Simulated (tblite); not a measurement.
Compound: C₃H₃F₃.
Cartesian coordinates in Å at the GFN2-xTB level; atoms count from 1:
```xyz
9
C3H3F3 angstrom
F      2.5489    0.2325   -0.3256
C      1.2702    0.4958   -0.0499
C      0.3036   -0.4009   -0.1693
F      0.5350   -1.6609   -0.5811
C     -1.1458   -0.1559    0.1269
F     -1.3478    1.1275    0.5411
H      1.0945    1.5077    0.2789
H     -1.7532   -0.3168   -0.7725
H     -1.4920   -0.8231    0.9262
```

Level: GFN2-xTB in tblite, geometry and Hessian alike; calculated harmonic values, unscaled, isolated species. Against measured fundamentals such values can be off by several per cent, at times by over 20. One conformer, not necessarily the lowest.

Harmonic wavenumbers (cm⁻¹): 67.1, 165.9, 251.3, 253.2, 443.1, 461.8, 610.1, 784.6, 882.7, 961.7, 1074.6, 1125.6, 1175.6, 1181.8, 1241.3, 1318.7, 1417.6, 1750.0, 2916.6, 2931.0, 3108.5.

A = 5708, B = 2445, C = 1731 MHz; mass 96.019 u (most abundant isotopes); point group Cs, symmetry number 1.

Problem. What is the zero-point energy?

Solution. Half the sum of the wavenumbers: 12061 cm⁻¹ = 144.29 kJ/mol.

Problem. Entropy at 298.15 K, 1 bar (ideal gas, RRHO, classical rotation)?

Solution. Translation 165.78, rotation 112.92, vibration 54.11: S = 332.8 J/(mol K).

Problem. And Cp and H(298.15 K) − H(0)?

Solution. Cp = 92.52 J/(mol K), of which vibrations give 59.26 (their classical limit is 21 R = 174.6); H(298.15 K) − H(0) = 18.75 kJ/mol without the zero-point energy, 8.83 from vibrations.

Problem. Which modes carry the vibrational entropy at 298.15 K?

Solution. 67.1 cm⁻¹: 17.73; 165.9 cm⁻¹: 10.38; 251.3 cm⁻¹: 7.20; 253.2 cm⁻¹: 7.15; 443.1 cm⁻¹: 3.42; 461.8 cm⁻¹: 3.18 J/(mol K); the other 15 give 5.05 together.

Problem. What must be added to the electronic energy to get the Gibbs energy at 298.15 K and 1 bar?

Solution. ZPE + [H(298.15 K) − H(0)] − T·S = 144.29 + 18.75 − 99.23 = 63.81 kJ/mol.

Problem. How do the functions run with temperature in this model?

Solution. 
| T (K) | S (J/(mol K)) | Cp (J/(mol K)) | H − H(0) (kJ/mol) | G − H(0) (kJ/mol) | ln q(vib) |
| --- | --- | --- | --- | --- | --- |
| 50 | 223.9 | 41.7 | 1.82 | -9.37 | 0.17 |
| 100 | 256.4 | 53.5 | 4.20 | -21.44 | 0.63 |
| 373.15 | 355.1 | 106.4 | 26.21 | -106.29 | 3.84 |
| 500 | 389.1 | 126.3 | 41.03 | -153.54 | 5.34 |
| 750 | 445.8 | 152.8 | 76.21 | -258.16 | 8.19 |
| 1000 | 492.1 | 168.8 | 116.56 | -375.59 | 10.81 |

q(vib) and H(0) count from the zero-point level.

Hindered rotation and anharmonicity are outside this model. Other conformers, if any are populated, would add a mixing term that is left out.

On one thread of an Arm Neoverse N1, shared host with 64 logical CPUs at a one-minute load of 59, this took 0.23 s of wall time. The figure is for the frequency step alone.
